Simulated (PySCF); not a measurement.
An unknown is described by computed data only.

Formula: CH4O.

| Property | Result |
| --- | --- |
| Rotational structure | rotational constants A, B, C: 128.018, 25.225, 24.323 GHz [GFN2-xTB] |
| NMR, other nuclei | isotropic shieldings of nuclei other than C and H, by class: 332 (1 O) ppm [GIAO PBE0/pcSseg-1] |
| Dipole | 1.75 D [PBE0/pcSseg-1] |
| 13C NMR | chemical shifts (computed TMS as zero) by class: 54.4 (1 C) ppm [GIAO PBE0/pcSseg-1] |
| 1H NMR | chemical shifts (computed TMS as zero) by class: 3.79 (3 H), -0.32 (1 H) ppm [GIAO PBE0/pcSseg-1] |

The electronic properties come from PySCF, for the isolated species, density fitting. Levels stand in brackets. Geometry: GFN2-xTB; no solvent, vibrations or thermal averaging. Each NMR value is the plain mean over a class of atoms that symmetry, rotation or inversion makes alike.

Question: What is the compound? Reason from the data.

Answer: Its formula, CH4O, gives 0 degrees of unsaturation, so no ring and no π bond. The one carbon: carbinol carbon (C–OH) (54.4 ppm). Hydrogen classes from least to most shielded: 3 H on a carbinol carbon (C–OH) (3.79 ppm), 1 H on an alcohol oxygen (-0.32 ppm). The other shieldings belong to: 332 ppm, alcohol oxygen. The optimised geometry has point group Cs and is an asymmetric top. Structure: `OC` (CH4O).
